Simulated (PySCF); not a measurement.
Identify the unknown among the candidates.

All candidates are C5H9F.

- Couplings: largest of the computed one-bond spin–spin couplings (means over like bonds): 19F–13C -319.2, 13C–1H +162.8, 13C–1H +135.3 (×2), 13C–1H +133.9 (×3), 13C–1H +133.8 (×3), 13C–13C +95.6, 13C–13C +54.8, 13C–13C +44.2 Hz [B3LYP/pcJ-1, spin–dipole term left out for some pairs]
- 1H NMR: chemical shifts (computed TMS as zero) by class: 4.75 (1 H), 2.19 (2 H), 1.79 (3 H), 1.20 (3 H) ppm [GIAO PBE0/pcSseg-1]
- Triplet: lowest triplet excitation (Tamm–Dancoff): 4.47 eV [TDA CAM-B3LYP/def2-SVPD]
- Polarisability: 63.5 au [CAM-B3LYP/def2-SVPD]
- 13C NMR: chemical shifts (computed TMS as zero) by class: 172.7 (1 C), 107.1 (1 C), 31.9 (1 C), 16.0 (1 C), 12.3 (1 C) ppm [GIAO PBE0/pcSseg-1]
- UV, first state: lowest singlet excitation: 6.56 eV (189 nm, f = 0.015) [TDDFT CAM-B3LYP/def2-SVPD]
- Dipole: 1.55 D [CAM-B3LYP/def2-SVPD]
- Rotational structure: rotational constants A, B, C: 6.951, 2.093, 1.821 GHz [GFN2-xTB]

The electronic properties come from PySCF, for the isolated species, density fitting. Levels stand in brackets. One conformer (not necessarily the lowest) at the GFN2-xTB geometry, without solvent, vibrations or thermal averaging. NMR classes are plain means over equivalent atoms (diastereotopic ones count apart unless rotation or inversion swaps them), as if these changed places fast.

Question: Which candidate is it?
A. `C/C=C(\F)CC`
B. `CC[C@@H]1C[C@H]1F`
C. `C[C@H](F)C1CC1`
D. `CCC1(F)CC1`

Answer: A. It is `C/C=C(\F)CC`. Numbering: `[CH3:1]/[CH:2]=[C:3](\[F:4])[CH2:5][CH3:6]`. Its formula, C5H9F, gives 1 degree of unsaturation: 0 rings and 1 π bond in the structure found. 5 carbons fall into 5 classes; from least to most shielded: vinylic C–F carbon [C3] (172.7 ppm), alkene CH carbon [C2] (107.1 ppm), allylic carbon [C5] (31.9 ppm), methyl carbon [C6] (16.0 ppm), allylic carbon [C1] (12.3 ppm). Hydrogen classes from least to most shielded: 1 H on an alkene CH carbon, C2 (4.75 ppm), 2 H on an allylic carbon, C5 (2.19 ppm), 3 H on an allylic carbon, C1 (1.79 ppm, a mean of values up to 0.9 ppm apart in this geometry), 3 H on a methyl carbon, C6 (1.20 ppm, a mean of values up to 0.6 ppm apart in this geometry). The couplings run between: -319.2 Hz, vinyl fluorine [F4] and vinylic C–F carbon [C3]; +162.8 Hz, alkene CH carbon [C2] and its hydrogen; +135.3 Hz, allylic carbon [C5] and its hydrogen (with 1 like pair); +133.9 Hz, methyl carbon [C6] and its hydrogen (with 2 like pairs); +133.8 Hz, allylic carbon [C1] and its hydrogen (with 2 like pairs); +95.6 Hz, alkene CH carbon [C2] and vinylic C–F carbon [C3]; +54.8 Hz, vinylic C–F carbon [C3] and allylic carbon [C5]; +44.2 Hz, allylic carbon [C1] and alkene CH carbon [C2]. The optimised geometry has point group C1 and is an asymmetric top.

The others, at the same levels:
- `C[C@H](F)C1CC1` fails: its computed 13C shifts are 99.5 (1 C), 23.9 (1 C), 20.0 (1 C), 7.0 (1 C), 3.3 (1 C) ppm, 1H shifts are 3.79 (1 H), 1.46 (3 H), 0.93 (1 H), 0.65 (1 H), 0.47 (1 H), 0.46 (1 H), -0.05 (1 H) ppm and rotational constant A is 6.133 GHz (against 6.951 GHz).
- `CCC1(F)CC1` fails: it has 4 carbon classes against 5; its computed 13C shifts are 81.5 (1 C), 33.5 (1 C), 13.0 (2 C), 12.5 (1 C) ppm, 1H shifts are 1.67 (2 H), 1.26 (3 H), 1.06 (2 H), 0.37 (2 H) ppm and lowest singlet excitation is 7.75 eV (160 nm, f = 0.012) (against 6.56 eV).
- `CC[C@@H]1C[C@H]1F` fails: its computed 13C shifts are 76.5 (1 C), 28.8 (1 C), 23.2 (1 C), 14.9 (1 C), 13.8 (1 C) ppm, 1H shifts are 4.26 (1 H), 2.13 (1 H), 1.10 (1 H), 1.05 (3 H), 1.02 (1 H), 0.22 (1 H), 0.17 (1 H) ppm and rotational constant A is 9.611 GHz (against 6.951 GHz).

Each candidate is one conformer, not necessarily the lowest. Dipoles, sizes and rotational constants follow the conformer. The torsions of the flexible species, by atom-mapped SMILES:
- `[CH3:1]/[CH:2]=[C:3](\[F:4])[CH2:5][CH3:6]`: C2–C3–C5–C6 108°
- `[CH3:1][C@H:2]([F:3])[CH:4]1[CH2:5][CH2:6]1`: C1–C2–C4–C5 -85°
- `[CH3:1][CH2:2][C:3]1([F:4])[CH2:5][CH2:6]1`: C1–C2–C3–F4 -67°
- `[CH3:1][CH2:2][C@@H:3]1[CH2:4][C@H:5]1[F:6]`: C1–C2–C3–C4 -83°

One-bond C–F couplings are unscaled; at this level they come out some 30 % too large in size.
